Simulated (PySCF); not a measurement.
Compound: C5H9O (charge +1).
Cartesian coordinates in Å at the GFN2-xTB level; atoms count from 1:
```
atom  x, y, z in Å
C1     2.5543    0.1786   -0.3275
C2     1.3702    0.8031   -0.3115
C3     0.0932    0.1889   -0.0506
C4    -0.0926   -1.2392    0.2348
O5    -0.8907    1.0030   -0.0853
C6    -2.2329    0.6112    0.1467
H7     2.6809   -0.8759   -0.1437
H8     3.4572    0.7310   -0.5319
H9     1.3150    1.8671   -0.5050
H10    0.8374   -1.7953    0.2213
H11   -0.7816   -1.6793   -0.4923
H12   -0.5698   -1.3663    1.2114
H13   -2.3527    0.1967    1.1507
H14   -2.5590   -0.1301   -0.5869
H15   -2.8333    1.5143    0.0478
```

The geometry is computed with GFN2-xTB (gas phase).

Take the most abundant isotopes and a rigid rotor. The values belong to one conformer with, in the numbering `[CH2:1]=[CH:2][C+:3]([CH3:4])[O:5][CH3:6]`, C1–C2–C3–C4 0°, C2–C3–O5–C6 180°.

What are A, B and C (MHz)?

Ia = 61.57, Ib = 222.54, Ic = 277.85 u·Å²; 505379 MHz·u·Å²/I gives A = 8208, B = 2271, C = 1819 MHz.

Classify the top.

An asymmetric top; Ray's κ = -0.858.

What does the inertial defect say?

Not planar: Δ = Ic − Ia − Ib = -6.26 u·Å². For a rigid frame Δ = −2 Σ m c², so Σ m c² = 3.13 u·Å² lies off the ab plane, practically all of it from hydrogen. The atom farthest from that plane is 0.90 Å away.

Give the other two planar moments, Paa and Pbb, and the rms extents of the mass along the axes.

Paa = Σ m a² = (Ib + Ic − Ia)/2 = 219.41 and Pbb = Σ m b² = (Ia + Ic − Ib)/2 = 58.44 u·Å². With the mass M = 85.07 u, the rms extents √(P/M) along a, b and c are 1.61, 0.83, 0.19 Å.

Where do the levels up to J = 3 lie, in MHz?

Above 0(0,0):
J = 1: 1(0,1) 4090, 1(1,1) 10026, 1(1,0) 10479
J = 2: 2(0,2) 12245, 2(1,2) 17754, 2(1,1) 19110, 2(2,1) 36920, 2(2,0) 36945
J = 3: 3(0,3) 24415, 3(1,3) 29330, 3(1,2) 32042, 3(2,2) 49190, 3(2,1) 49313, 3(3,1) 80018, 3(3,0) 80019

Estimate the classical rotational partition function at 10 K, 100 K and 200 K.

Point group Cs, symmetry number σ = 1; q = (√π/σ)·√((kT/h)³/(ABC)), k/h = 20836.6 MHz/K: 916 at 10 K, 29000 at 100 K, 81900 at 200 K.

Whether it is a minimum is left open (no frequencies). Zero-point vibration and centrifugal distortion are left out.
